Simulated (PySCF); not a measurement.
Species: isobutane, C4H10.
SMILES: `CC(C)C`

Theory: PBE0/pcSseg-1 in PySCF (dipole) on a GFN2-xTB geometry, gas phase.

Masses are those of the commonest isotopes; rigid-rotor values at the optimised geometry. 

**Question.** Give the principal moments of inertia and the rotational constants in MHz.

**Answer.** Ia = 64.17, Ib = 64.20, Ic = 110.35 u·Å²; 505379 MHz·u·Å²/I gives A = 7876, B = 7873, C = 4580 MHz.

**Question.** What kind of rotor is it?

**Answer.** An oblate symmetric top, as the point group C3v requires two equal moments; the computed ones differ by 0.04 % because the geometry is symmetric only within the optimiser's tolerance: κ = (2 × 7873 − 7876 − 4580)/(7876 − 4580) = 1.00.

**Question.** Is it planar, by Δ = Ic − Ia − Ib?

**Answer.** Not planar: Δ = Ic − Ia − Ib = -18.01 u·Å². For a rigid frame Δ = −2 Σ m c², so Σ m c² = 9.01 u·Å² lies off the ab plane: 6.89 from hydrogen and 2.12 from heavier atoms. The atom farthest from that plane is 1.47 Å away.

**Question.** Where do the R-branch lines fall?

**Answer.** The dipole of 0.11 D lies along the symmetry axis, so ΔK = 0 and J+1 ← J falls at 2B(J+1) for every K: 15.75 GHz, 31.50 GHz, 47.24 GHz, 62.99 GHz, 78.74 GHz for J = 0 to 4.

No frequency check. No vibrational averaging or centrifugal distortion is included, and the geometry carries the error of its method.

Time: 16 s of wall time. Hardware: an x86-64 server with one thread, no GPU, shared host. This is the PBE0/pcSseg-1 job that gave the dipole, with the shieldings it also computed.
